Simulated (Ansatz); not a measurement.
GaS (P6₃/mmc, No. 194)

Method: PBE0 (Ansatz, a program for electronic structure, plane waves, PAW).

Numerical settings: plane-wave cutoff 460 eV, 9×9×2 k mesh (along the axes of the cell as run), Fermi–Dirac smearing 0.01 eV, scalar-relativistic PAW data made under PBE.

Cell (measured lattice):

```
GaS
1.0
    3.58500     0.00000     0.00000
   -1.79250     3.10470     0.00000
    0.00000     0.00000    15.50000
Ga S
4 4
Direct
  0.33333   0.66667   0.17000
  0.66667   0.33333   0.67000
  0.33333   0.66667   0.33000
  0.66667   0.33333   0.83000
  0.33333   0.66667   0.60000
  0.66667   0.33333   0.10000
  0.33333   0.66667   0.90000
  0.66667   0.33333   0.40000
```

```
Item                                                     Result
-------------------------------------------  ------------------
band gap                                     2.96 eV (indirect)
smallest direct gap on the k points sampled             3.29 eV
```

Note: cell and atoms aren't relaxed at this level.

Spin–orbit coupling is not included.

The computed numbers hold no vibrational or temperature effects.
